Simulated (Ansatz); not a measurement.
Molecular dynamics of C2H7NS2

Input file:

```yaml
crystal:
  periodic: [false, false, false]
  atoms:
    - { symbol: C, position_ang: [-0.961469, 0.71038, 0.38499] }
    - { symbol: C, position_ang: [0.257551, -0.092701, -0.171748] }
    - { symbol: "N", position_ang: [0.437801, -1.434556, 0.507622] }
    - { symbol: S, position_ang: [-0.083789, -0.406014, -1.944921] }
    - { symbol: S, position_ang: [1.832324, 0.792748, 0.171769] }
    - { symbol: H, position_ang: [-1.888233, 0.134206, 0.256306] }
    - { symbol: H, position_ang: [-1.077281, 1.666075, -0.142806] }
    - { symbol: H, position_ang: [-0.823997, 0.920251, 1.454085] }
    - { symbol: H, position_ang: [-0.502224, -1.908945, 0.419472] }
    - { symbol: H, position_ang: [0.490002, -1.21467, 1.540642] }
    - { symbol: H, position_ang: [1.007396, -1.192697, -2.108886] }
    - { symbol: H, position_ang: [1.38872, 1.970724, -0.332526] }
magnetization:
  spin_polarized: true
basis:
  gaussian: { orbitals: STO-3G }
hamiltonian:
  xc: pbe0
  dispersion: d4
md:
  timestep: 0.5
  n_steps: 182
  ensemble: nvt_langevin
  temperature: 3000.0
  initial_velocities: maxwell_boltzmann
  seed: 688393
  friction: 0.01
```

Command:

```bash
$ ansatz run input.yaml --threads 1 --pin off --max-ram 2048MiB --backend cpu --events-out ev --progress --plain --runs-dir out
```

It starts from a relaxed structure.

Output, in part (step lines, the closing report, with atoms numbered from 0):

```
md step     0: t =     0.00 fs  T =  2750.0 K  F+E_penalty+E_count = -25052.24742331 eV  E_kin = 4.265580 eV  (23 SCF iters)
[... lines left out ...]
Total energy: -25048.65661172 eV, -920.5211518914 hartree
Atom 0 at    -1.757773     0.239099    -0.299675 Å, force     2.435820    -2.666189    -1.034127 eV/Å
Atom 1 at    -0.028264    -0.250679    -0.486437 Å, force    -1.586944     1.357830    -2.622821 eV/Å
Atom 2 at     0.466815    -1.436167     0.493407 Å, force    -3.161836     1.966643    -1.615736 eV/Å
Atom 3 at    -0.278410    -1.179128    -2.101718 Å, force     0.903760     1.224569    -0.089047 eV/Å
Atom 4 at     1.056046     1.327363    -0.099633 Å, force    -1.487271     0.137099    -2.864971 eV/Å
Atom 5 at    -2.532010    -0.121115    -1.245470 Å, force     2.943991     1.381860     3.792996 eV/Å
Atom 6 at    -1.754925     1.303458    -0.012995 Å, force    -0.393451     0.030709    -0.707546 eV/Å
Atom 7 at    -1.814262    -0.316942     0.666267 Å, force    -1.892769     0.128805    -0.605327 eV/Å
Atom 8 at    -0.114475    -2.209287    -0.045814 Å, force     1.261861     0.553681     0.720809 eV/Å
Atom 9 at    -0.374317    -1.101859     1.048365 Å, force     0.455731    -1.177642     2.470562 eV/Å
Atom 10 at     0.993034    -1.634568    -2.262717 Å, force     0.023406     0.066977     0.130055 eV/Å
Atom 11 at     0.657533     2.347778    -1.176684 Å, force     0.497702    -3.004344     2.425151 eV/Å
Dipole moment:    -0.344916     0.052731    -0.150705 e Å
```

The steps, from the saved trajectory:

```tsv
time (fs)	T (K)	potential energy less start (eV)
0.0	2750	0.000
3.0	1184	1.924
6.0	1440	1.564
9.0	1443	1.752
12.0	1114	2.024
15.0	1862	0.880
18.0	1407	1.784
21.0	1122	2.567
24.0	1451	1.980
27.0	1357	2.104
30.0	1682	1.597
33.0	1516	2.242
36.0	1680	2.393
39.0	2301	1.857
42.0	2001	2.516
45.0	1442	3.124
48.0	1884	2.573
51.0	1813	2.644
54.0	2185	1.595
57.0	1946	2.136
60.0	2123	2.115
63.0	2223	2.625
66.0	2338	2.437
69.0	1781	2.931
72.0	2692	1.576
75.0	1966	2.743
78.0	1961	2.434
81.0	1693	2.555
84.0	2264	2.063
87.0	2169	2.604
90.0	1638	3.359
```

All steps were run. The mean temperature of the second half is 32 % below the set value. A run of 0.091 ps of so small a system gives no equilibrium averages. Limits of this set-up: minimal basis.

The same pairs are bonded in the first frame and the last. Pairs count as bonded within 1.25 times the sum of covalent radii (0.12 Å more for H–H).

Last frame:

```xyz
12
Properties=species:S:1:pos:R:3
C -1.758 0.239 -0.300
C -0.028 -0.251 -0.486
N 0.467 -1.436 0.493
S -0.278 -1.179 -2.102
S 1.056 1.327 -0.100
H -2.532 -0.121 -1.246
H -1.755 1.304 -0.013
H -1.814 -0.317 0.666
H -0.115 -2.209 -0.046
H -0.374 -1.102 1.048
H 0.993 -1.635 -2.263
H 0.657 2.348 -1.177
```

Run time: 13 min on 1 thread of Arm Neoverse V1, with other jobs on the host, peak memory 0.15 GiB.
